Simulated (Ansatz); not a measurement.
A nudged elastic band was laid between two geometries of AlH4N + H2 (8 atoms, charge 0, multiplicity 1).

Level of theory: Ansatz, RKS PBE0/def2-SVP.

```
movable images  : 4
climbing image  : no
spring          : 5.0 eV/Å²
optimiser       : quadratic models (default)
start path      : through a guess of the saddle point
force threshold : 0.03 eV/Å
iteration limit : 60
end points      : relaxed
```

Image 0:

```xyz
8
Properties=species:S:1:pos:R:3
Al 0.003 -0.097 0.378
N 0.053 -0.470 2.114
H -0.755 -0.695 2.685
H 0.894 -0.500 2.679
H 1.379 0.170 -0.368
H -1.403 -0.156 -0.358
H -0.304 2.514 0.295
H -0.283 2.357 1.041
```

Image 5:

```xyz
8
Properties=species:S:1:pos:R:3
Al -0.163 0.504 -0.012
N 0.050 0.286 2.041
H -0.855 0.287 2.515
H 0.516 -0.591 2.279
H 1.382 0.406 -0.443
H -1.099 -0.768 -0.311
H -0.851 1.956 -0.046
H 0.604 1.044 2.444
```

(1) Which bonds break or form, and what moves?

(2) Give the energies along the band, and the barrier.

(3) What is the geometry of the highest image?

## Answers

(1) Bonds broken: H7–H8. Bonds formed: Al1–H7, N2–H8. AlH4N + H2 becomes AlH6N.

(2) It converged. The highest image is number 2 of 0 to 5, 0.67 eV above the first end and 1.35 eV above the last; the last end lies 0.68 eV below the first. No image climbed, so the highest image needn't sit at the top of the path. The orbitals stay closed-shell, which can raise the energy where a bond breaks towards radicals; this wasn't checked here.

```tsv
image	path coordinate (Å)	energy (eV)	H7–H8 (Å)	Al1–H7 (Å)	N2–H8 (Å)
0	0.00	0.00	0.76	2.63	3.04
1	0.83	0.08	0.77	2.34	2.29
2	1.66	0.67	1.03	1.82	1.40
3	2.49	-0.48	2.03	1.62	1.02
4	3.32	-0.65	2.79	1.61	1.02
5	4.15	-0.68	3.02	1.61	1.02
```

(3) 
```xyz
8
Properties=species:S:1:pos:R:3
Al -0.034 0.236 0.135
N -0.011 0.059 2.043
H -0.806 -0.313 2.558
H 0.843 -0.120 2.568
H 1.398 0.139 -0.545
H -1.411 -0.189 -0.531
H -0.231 1.951 0.702
H -0.164 1.360 1.537
```

The run took 38 s on 1 thread of Intel(R) Xeon(R) 6975P-C (Granite Rapids), with other jobs on the host, peak memory 0.13 GiB.
